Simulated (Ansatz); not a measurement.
# CH₇Si₂ radical: a ladder of functionals and wavefunction methods

Aim: compute CH₇Si₂ radical with functionals from several rungs and with coupled cluster. The yardstick is the atomisation energy at the CCSD(T) limit.

Method: functionals in def2-TZVPP, the program's frozen cores in correlated methods; program: Ansatz 0.2.0, Gaussian basis.

The runs, in order: LDA (SPW92), PBE-D4, revPBE-D4, BLYP-D4, r2SCAN-D4, B97M-V, PBE0-D4, B3LYP-D4, r2SCANh-D4, r2SCAN0-D4, HSE06-D4, BHLYP-D4, CAM-B3LYP-D4, LC-ωPBE, ωB97X-V, ωB97M-V, B2PLYP, PBE-QIDH; CCSD(T)/def2-SVP; CCSD(T)/def2-TZVPP; MP2/def2-QZVPP; extrapolation to the limit; RPA on PBE.

### Step 1. Structure used throughout

An earlier PBE0-D4 in a triple-zeta def2 set relaxation fixed the geometry.

SMILES `[SiH2]C[SiH3]`, 10 atoms, charge 0, spin multiplicity 2.

Atoms are counted from 1 here; the program's logs count them from 0.

Bond lengths: Si1–C2 1.875 Å, Si1–H4 1.489 Å, Si1–H5 1.491 Å, C2–Si3 1.874 Å, C2–H6 1.097 Å, C2–H7 1.095 Å, Si3–H8 1.487 Å, Si3–H9 1.487 Å, Si3–H10 1.488 Å. Angles: C2–Si1–H4 111.2°, C2–Si1–H5 112.4°, H4–Si1–H5 109.9°, Si1–C2–Si3 113.9°, Si1–C2–H6 108.8°, Si1–C2–H7 108.9°, Si3–C2–H6 109.0°, Si3–C2–H7 108.9°, H6–C2–H7 107.2°, C2–Si3–H8 110.1°, C2–Si3–H9 110.1°, C2–Si3–H10 110.9°, H8–Si3–H9 108.5°, H8–Si3–H10 108.5°, H9–Si3–H10 108.6°.

Coordinates:

```xyz
10

Si   -1.4380    0.8228   -0.5772
C     0.3783    0.3744   -0.4520
Si    0.7878   -0.7309    1.0043
H    -2.2778   -0.3892   -0.7876
H    -1.7048    1.8171   -1.6551
H     0.6825   -0.1288   -1.3780
H     0.9666    1.2943   -0.3753
H    -0.0394   -1.9662    0.9573
H     0.5049   -0.0211    2.2797
H     2.2228   -1.1236    0.9870
```

### Step 2. LDA

This LDA is Slater exchange with PW92 correlation.

Input file in.yaml:

```yaml
crystal:
  periodic: [false, false, false]
  atoms:
    - {symbol: Si, position_ang: [-1.437985, 0.822805, -0.577196]}
    - {symbol: C, position_ang: [0.378322, 0.374446, -0.452031]}
    - {symbol: Si, position_ang: [0.787780, -0.730857, 1.004259]}
    - {symbol: H, position_ang: [-2.277812, -0.389181, -0.787625]}
    - {symbol: H, position_ang: [-1.704817, 1.817119, -1.655129]}
    - {symbol: H, position_ang: [0.682533, -0.128774, -1.378029]}
    - {symbol: H, position_ang: [0.966641, 1.294316, -0.375327]}
    - {symbol: H, position_ang: [-0.039378, -1.966172, 0.957259]}
    - {symbol: H, position_ang: [0.504922, -0.021114, 2.279715]}
    - {symbol: H, position_ang: [2.222793, -1.123585, 0.987005]}
basis:
  gaussian: {orbitals: def2-TZVPP}
magnetization: {spin_polarized: true, initial_magnetization: 1}
hamiltonian: {xc: lda}
output: {orbitals: {seedname: orbitals}}
```

The runs that follow: PBE-D4 (GGA); revPBE-D4 (GGA); BLYP-D4 (GGA); r2SCAN-D4 (meta-GGA); B97M-V (meta-GGA); PBE0-D4 (hybrid); B3LYP-D4 (hybrid); r2SCANh-D4 (hybrid); r2SCAN0-D4 (hybrid); HSE06-D4 (hybrid); BHLYP-D4 (hybrid); CAM-B3LYP-D4 (range-separated); LC-ωPBE-D4 (range-separated); ωB97X-V (range-separated); ωB97M-V (range-separated); B2PLYP (double hybrid); PBE-QIDH (double hybrid); CCSD(T) in def2-SVP; CCSD(T) in def2-TZVPP; MP2 in def2-QZVPP; RPA on PBE orbitals.

Q: Predict the results of all the runs planned. Wanted: atomisation energy, CCSD(T)/CBS; farthest beyond LDA; mean size of error, GGA; mean size of error, meta-GGA; mean size of error, hybrid; mean size of error, range-separated; mean size of error, double hybrid; gap, smallest and largest; T1 diagnostic.

As calculated:

```
                               quantity                                                                               value
        atomisation energy, CCSD(T)/CBS                                                                      742.9 kcal/mol
functionals within 3.7 kcal/mol (0.5 %)  PBE-D4, r2SCAN-D4, B97M-V, B3LYP-D4, r2SCANh-D4, r2SCAN0-D4, CAM-B3LYP-D4, ωB97M-V
                    farthest beyond LDA                                                          revPBE-D4 (-12.5 kcal/mol)
                mean size of error, GGA                                                                        7.9 kcal/mol
           mean size of error, meta-GGA                                                                        3.0 kcal/mol
             mean size of error, hybrid                                                                        3.0 kcal/mol
    mean size of error, range-separated                                                                        3.5 kcal/mol
      mean size of error, double hybrid                                                                        7.9 kcal/mol
              gap, smallest and largest                                            1.27 eV (LDA (SPW92)), 8.77 eV (LC-ωPBE)
                          T1 diagnostic                                                                              0.0127
triples share of the correlation energy                                                                               3.4 %
```

**Reading.** The LDA atomisation energy is off by 77.3 kcal/mol (10 %): it overbinds. PBE-D4 misses by -3.4 kcal/mol. Double hybrids carry the basis error of their MP2 part in triple zeta, and no dispersion term here, so their miss is partly the set-up's. The rungs hybrid, meta-GGA, range-separated miss on average by less than the doubt on the reference (3.7 kcal/mol), so they tie. Misses under about 3.7 kcal/mol are within the doubt on the reference itself, which lacks core-valence correlation, relativity and higher excitations. Hartree-Fock recovers 77 % of the binding; the rest is correlation. CCSD(T) in def2-SVP is off by -42.5 kcal/mol, worse than the median functional, from the basis alone. Orbital gaps span 1.3 to 8.8 eV; exact exchange widens them.
